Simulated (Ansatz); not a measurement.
Two members of one family (Series BH2X), computed with Ansatz in the gas phase. The two geometries come from different levels. Binding counts from free atoms in the multiplicity of their measured ground term, without zero-point energy. The structures are stationary points that may keep the symmetry of their start.

First: BH2(CH2SiH3) (singlet, charge 0, PBE0-D4/def2-TZVP geometry).

Cartesian coordinates in Å:
```
B 0.0220 -1.5134 0.2436
H -0.0068 -2.1833 -0.7500
H -0.5985 -1.8776 1.2019
C 0.7650 -0.1725 0.2595
Si -0.4697 1.1445 -0.3217
H 1.0769 0.1706 1.2504
H 1.5935 -0.0967 -0.4522
H -0.9475 0.8530 -1.6982
H -1.6437 1.2093 0.5875
H 0.2087 2.4661 -0.3209
```

```
               level  HOMO (eV)  LUMO (eV)  gap (eV)  binding per atom (eV)
r2SCAN-D4/def2-TZVPD      -8.00      -1.97      6.04                   3.49
      B3LYP-D4/6-31G      -8.70      -1.14      7.56                   3.37
    PBE0-D4/def2-SVP      -9.03      -1.28      7.76                   3.48
r2SCAN0-D4/def2-TZVP      -9.23      -1.14      8.09                   3.47
  BHLYP-D4/def2-TZVP     -10.21      -0.35      9.86                   3.45
```

Second: BH2Et (singlet, charge 0, PBE-D4/def2-TZVP geometry).

```xyz
10

B    -1.0135    0.8511    0.4006
H    -0.7817    1.5010    1.3891
H    -1.6389    1.3692   -0.4897
C    -0.3956   -0.5647    0.2204
C     0.9881   -0.2611   -0.4316
H    -0.9646   -1.2184   -0.4573
H    -0.2249   -1.1031    1.1644
H     1.5324   -1.1972   -0.6201
H     0.8809    0.2597   -1.3948
H     1.6178    0.3635    0.2191
```

**Question.** What does the change do? Estimate second minus first.

**Answer.** 
```
               level  Δ HOMO (eV)  Δ LUMO (eV)  Δ gap (eV)  Δ binding per atom (eV)
r2SCAN-D4/def2-TZVPD         0.31         0.13       -0.18                     0.34
      B3LYP-D4/6-31G         0.29         0.09       -0.20                     0.43
    PBE0-D4/def2-SVP         0.26         0.15       -0.11                     0.38
r2SCAN0-D4/def2-TZVP         0.27         0.17       -0.10                     0.33
  BHLYP-D4/def2-TZVP         0.10         0.14        0.03                     0.31
```
